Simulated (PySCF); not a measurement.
## Telling isomers of C$_{5}$H$_{9}$F apart by NMR

- J: B3LYP/pcJ-1 (spin–dipole term left out of most H,H and C,H couplings)
- structure optimised with GFN2-xTB
- GIAO PBE0/pcSseg-1 shieldings
- run in PySCF 2.14.0 with density-fitted response routines
- a single conformation, non-relativistic, averaged over atoms made equivalent by symmetry, fast rotation or ring inversion, in vacuum

δ = σ(ref) − σ, references computed at the same level: 1H (31.72 ppm) and 13C (186.93 ppm) against TMS. Multiplet labels drop J under 1 Hz and among equivalent protons, and merge close values. Unscaled 3J(H,H) run several per cent high. Vicinal couplings that depend on rotamer populations or ring flexing (ring, CH–CH, X–H and H–F types) are those of the one conformer. One-bond C–F couplings are unscaled and too large by tens of Hz. Shifts are as computed. Against solution values, carbons near 30 ppm lie about +3 ppm off and those near 130 ppm about +5 ppm. Of 1211 compounds with measured shifts, 218 miss one by over three times the rms of a fit or turn the order of signals round; such compounds aren't used in these exercises.

(1) Tabulate the signals of `C/C=C\[C@H](C)F`, `C/C=C(\C)CF` and their relative energies.

(2) What is the quickest way to tell C/C=C\[C@H](C)F from C/C=C(\C)CF?

## Answers

(1) 
```tsv
SMILES	carbon types	δC	δH	E rel. (kcal/mol)
C/C=C\[C@H](C)F	3×CH 2×CH3	142.1, 131.6, 90.4, 24.8, 16.9	6.13 (m, 1H), 5.70 (dqd, 1H), 5.67 (m, 1H), 1.70 (m, 3H), 1.34 (m, 3H)	0.0
C/C=C(\C)CF	1×C 1×CH 1×CH2 2×CH3	136.5, 124.0, 88.9, 16.1, 13.0	6.00 (q of d of sext, 1H), 5.01 (d of quint of q, 2H), 1.91 (dtq, 3H), 1.61 (d of d of sext, 3H)	0.2
```

Energies are electronic energies at PBE0/pcSseg-1 on these geometries, without zero-point or thermal terms, each for the one conformer computed, which needn't be the lowest.

(2) Both give the same number of carbon signals, but DEPT or the intensities differ. The first has an allylic sp3 CH bonded to F at 90.4 ppm, the second a fully substituted alkene carbon (C) at 136.5 ppm. Their most deshielded carbons lie at 142.1 and 136.5 ppm.
